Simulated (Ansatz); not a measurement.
Two shapes of singlet C3H8.

Shape 1:

```xyz
11

C    -0.0014   -0.2667   -1.2721
C    -0.0077    0.5858   -0.0001
C     0.0003   -0.2661    1.2673
H    -0.0002    0.3698   -2.1646
H     0.8915   -0.9156   -1.3270
H    -0.8826   -0.9111   -1.3124
H    -0.8701    1.2492    0.0036
H     0.8725    1.2545   -0.0008
H    -0.0050    0.3719    2.1827
H    -0.8939   -0.9012    1.3190
H     0.8909   -0.9176    1.3175
```

Shape 2:

```xyz
11

C     0.0322   -0.2933   -1.2827
C    -0.0433    0.6039   -0.0050
C     0.0374   -0.2624    1.3038
H     0.0328    0.3817   -2.1374
H     0.8800   -0.9197   -1.3690
H    -0.9103   -0.9491   -1.3021
H    -0.8790    1.2199   -0.0419
H     0.9135    1.2110   -0.0040
H     0.0069    0.3543    2.2199
H    -0.9353   -0.9148    1.3071
H     0.8800   -0.8857    1.2771
```

Basis set: STO-3G (spherical functions). Frozen core: 3 orbitals. Charge 0, multiplicity 1.

Computed with Ansatz (development build ahead of 0.2.0); each method stands on the lowest determinant of its kind that the runs found.

(1) Which shape is lower in energy, and by how much in each method?

Results:

(1)

| method | E(2) − E(1) (eV) |
| --- | --- |
| RHF | 0.517 |
| RHF-MP2 | 0.458 |

Shape 1 is lower.
